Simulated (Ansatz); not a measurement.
```yaml
crystal:
  periodic: [false, false, false]
  atoms:
    - {symbol: Ti, position_ang: [-0.405990, -0.703048, -0.042666]}
    - {symbol: Cl, position_ang: [1.748935, -0.338197, 0.042265]}
    - {symbol: Cl, position_ang: [-1.166500, 1.346795, 0.018944]}
    - {symbol: H, position_ang: [-1.206007, -2.088432, -0.126741]}
basis:
  gaussian: {orbitals: def2-TZVP}
magnetization: {spin_polarized: true, initial_magnetization: 5}
hamiltonian: {xc: pbe0}
relax: {f_tol: 0.004, max_steps: 80}
```

```sh
$ ansatz run in.yaml --threads 1 --pin off --events-out ev --progress --plain --max-ram 2176MiB
```

Steps of the relaxation (energy above the last step; positions in Å, forces in eV/Å):

```
4
step 1, 2013.0 meV
Ti   -0.406   -0.703   -0.043   -0.391   -0.678   -0.041
Cl    1.749   -0.338    0.042    2.661    0.652    0.113
Cl   -1.167    1.347    0.019   -0.765    2.632    0.086
H    -1.206   -2.088   -0.127   -1.505   -2.606   -0.158
```

```
4
step 2, 1152.3 meV
Ti   -0.418   -0.723   -0.044   -0.087   -0.151   -0.009
Cl    1.860   -0.277    0.048    0.910    0.351    0.044
Cl   -1.169    1.474    0.024   -0.151    0.964    0.036
H    -1.303   -2.257   -0.137   -0.672   -1.164   -0.071
```

```
4
step 3, 829.8 meV
Ti   -0.428   -0.741   -0.045    0.136   -0.239   -0.354
Cl    1.912   -0.183    0.054    0.003    0.501    0.115
Cl   -1.113    1.566    0.030    0.318    0.279    0.116
H    -1.401   -2.425   -0.147   -0.457   -0.541    0.122
```

```
4
step 6, 171.0 meV
Ti   -0.429   -0.890   -0.153    0.316    0.251    0.079
Cl    1.767    0.208    0.092   -0.722    0.290   -0.041
Cl   -0.741    1.576    0.070    0.573   -0.411   -0.011
H    -1.626   -2.677   -0.118   -0.168   -0.130   -0.027
```

```
4
step 13, 0.0 meV
Ti   -0.149   -1.031   -0.055   -0.004   -0.001    0.000
Cl    1.725    0.490    0.057    0.002    0.003    0.000
Cl   -0.716    1.352    0.056    0.002   -0.002    0.000
H    -1.890   -2.593   -0.167    0.000    0.000    0.000
```

Close pairs at the end: Ti1–H4 2.341 Å, Ti1–Cl2 2.417 Å, Ti1–Cl3 2.452 Å, Cl2–Cl3 2.589 Å.

A stationary point of unrestricted PBE0 after 13 steps, with ⟨S²⟩ = 8.757 against 8.75 for a pure state; no frequencies were run, so it isn't proven a minimum. 8.9 min on 1 thread of Arm Neoverse V2, shared host.
